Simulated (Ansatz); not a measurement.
in.yaml

```yaml
crystal:
  periodic: [false, false, false]
  atoms:
    - {symbol: N, position_ang: [0.000000, 0.000000, 1.506801]}
    - {symbol: Ga, position_ang: [0.000000, 0.000000, -0.363134]}
    - {symbol: H, position_ang: [0.000000, 0.825767, 2.090162]}
    - {symbol: H, position_ang: [0.000000, -0.825767, 2.090162]}
basis:
  gaussian: {orbitals: cc-pVTZ}
total_charge: 1
magnetization: {spin_polarized: false, initial_magnetization: 1}
correlation: {method: ccsd_t, electrons: outside_noble_gas}
```

```sh
$ ansatz run in.yaml --threads 2 --pin off --events-out ev --progress --plain --max-ram 24576MiB --backend cuda --devices 0, --max-vram 18GiB
```

Task: Roughly how long does this take on 2 threads of AMD EPYC 7R13 with a shared H100 80 GB, shared host, and how much host memory?

Result: 9.5 s wall and 0.8 GiB.

```
620 factors; integrals over basis functions are off by at most 1.2e-3 eV
mean field evaluation 1: about -53831.4216 eV, gradient 6.7e1 eV
mean field evaluation 2: about -53831.4249 eV, gradient 6.7e1 eV
mean field evaluation 4: about -53840.6756 eV, gradient 1.7e1 eV
mean field evaluation 8: about -53841.6816 eV, gradient 3.4e-1 eV
mean field evaluation 16: about -53840.6737 eV, gradient 1.7e1 eV
mean field evaluation 32: about -53841.6745 eV, gradient 1.0e0 eV
mean field evaluation 64: about -53836.5407 eV, gradient 3.4e0 eV
mean field evaluation 96: about -53834.9600 eV, gradient 3.4e0 eV
mean field evaluation 128: about -53835.9507 eV, gradient 2.4e0 eV
mean field evaluation 160: about -53841.7055 eV, gradient 1.9e-1 eV
mean field evaluation 192: about -53835.0185 eV, gradient 3.4e-1 eV
mean field evaluation 224: about -53830.7466 eV, gradient 1.7e-1 eV
mean field evaluation 256: about -53830.2986 eV, gradient 1.1e-1 eV
mean field -53841.70566579 eV, -1978.6461879989 hartree, gradient 1.9e-6 eV, S^2 0.750000; 11 other end points of the search recorded, 0 dependent functions left out
mean field evaluation 288: about -53841.7625 eV, gradient 1.7e-1 eV
mean field evaluation 320: about -53839.4390 eV, gradient 1.5e-1 eV
mean field evaluation 352: about -53841.8348 eV, gradient 1.5e-1 eV
determinant -53841.70566579 eV, -1978.6461879989 hartree, with singles and doubles -53848.53370695 eV, -1978.8971138835 hartree
determinant -53841.68244166 eV, -1978.6453345279 hartree, with singles and doubles -53848.89618040 eV, -1978.9104345368 hartree
determinant -53836.60142765 eV, -1978.4586107071 hartree, with singles and doubles -53844.13078952 eV, -1978.7353096522 hartree
determinant -53836.00988455 eV, -1978.4368718989 hartree, with singles and doubles -53843.41756761 eV, -1978.7090992303 hartree
determinant -53841.70566579 eV, -1978.6461879989 hartree, with singles and doubles -53848.43423851 eV, -1978.8934584855 hartree
determinant -53841.68244166 eV, -1978.6453345279 hartree, with singles and doubles -53848.82740943 eV, -1978.9079072503 hartree
mean field evaluation 384: about -53841.6824 eV, gradient 4.2e-6 eV
15 core orbitals not correlated: weight in the atoms' cores, before any rotation towards them, 0.980 or more for the frozen orbitals, at most 0.022 for the correlated occupied ones
reference -53841.68244166 eV, -1978.6453345279 hartree; 5, 4 occupied and 81, 82 virtual orbitals, 620 factors
second order -6.84448549 eV of doubles, -0.02618585 eV of singles
cycle   1  -7.14496883 eV  change   -1.1e-6 eV  update   1.8e-6
perturbative correction -0.30110246 eV, -0.0110653112 hartree
Total energy: -53849.12851295 eV, -1978.9189726005 hartree
```
